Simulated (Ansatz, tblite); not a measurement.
Cost and result up the ladder for SiH4 (5 atoms). Total charge 0; singlet. Geometry: PBE0-D4/def2-TZVP.

```xyz
5

Si    0.0000    0.0000    0.0000
H     0.9670    1.0635    0.3716
H    -1.3386    0.6032   -0.2204
H    -0.0816   -0.9992    1.0950
H     0.4532   -0.6675   -1.2462
```

Ansatz on 4 threads of Arm Neoverse V1 on a shared host; xTB runs through tblite on one thread. Times are rough, summed over both states, and most runs start from the orbitals of an earlier one. PBE0-D4/def2-TZVP serves as the yardstick here, not as an exact answer. The other state is a triplet.

The xTB rows come from tblite.

xTB has no spin-polarisation term.

```tsv
level	functions	wall time	vertical triplet (eV)	difference from PBE0-D4/def2-TZVP (eV)
GFN2-xTB	13	0.003 s	6.81	-1.69
GFN1-xTB	17	0.009 s	7.70	-0.80
PBE-D4/def2-TZVP (with forces)	61	1.1 s	8.24	-0.26
PBE0-D4/def2-TZVP	61	1.4 s	8.50	0.00
r2SCAN-D4/def2-TZVP	61	2.5 s	8.39	-0.10
```
